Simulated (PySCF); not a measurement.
Give a PBE0-D3(BJ)/def2-SVP geometry of streptocyanine-5, `N/C=C/C=C/C=[NH2+]`. (Charge +1.)

```xyz
16
C5H9N2 angstrom
N     -3.6605    0.0860   -0.0509
C     -2.4353   -0.2541    0.3052
C     -1.2635    0.2765   -0.2150
C     -0.0242   -0.1641    0.2428
C      1.2139    0.2925   -0.2024
C      2.3870   -0.2230    0.3298
N      3.6112    0.1326   -0.0143
H     -3.8305    0.7896   -0.7619
H     -4.4718   -0.3468    0.3736
H     -2.3725   -1.0250    1.0816
H     -1.3146    1.0467   -0.9908
H     -0.0232   -0.9378    1.0217
H      1.2630    1.0632   -0.9777
H      2.3264   -0.9944    1.1059
H      4.4241   -0.2887    0.4186
H      3.7795    0.8385   -0.7235
```

Any rigid rotation of these coordinates is as good. Atoms count from 1 in this order. Of the pairs four or more bonds apart, H10···H12 is among the closest relative to their van der Waals radii: 2.35 Å, 98 % of the sum of Bondi's values. C3 (alkene CH carbon) is planar (angles 120.5°, 119.8° and 119.7°, sum 360.0°, 0.00 Å off the plane of its three neighbours). The 7 heavy atoms lie in one plane (0.000 Å rms). C4 (alkene CH carbon) is planar (angles 125.6°, 117.2° and 117.2°, sum 360.0°, 0.00 Å off the plane of its three neighbours).

Bonds between heavy atoms (Å): N1–C2 1.320, C2=C3 1.387, C3–C4 1.393, C4=C5 1.393, C5–C6 1.387, C6=N7 1.320.

Theory: PBE0-D3(BJ)/def2-SVP geometry optimisation, gas phase (PySCF).

Point group: C2v (every atom within 0.08 Å of its image). PBE0-D3(BJ)/def2-SVP frequencies: not computed here. Torsions: C2–C3–C4–C5 180°, C4–C5–C6–N7 180°.

On x86-64 server, one thread, shared host, this took 46 s wall. This is the geometry optimisation.

One conformer stands for the species.
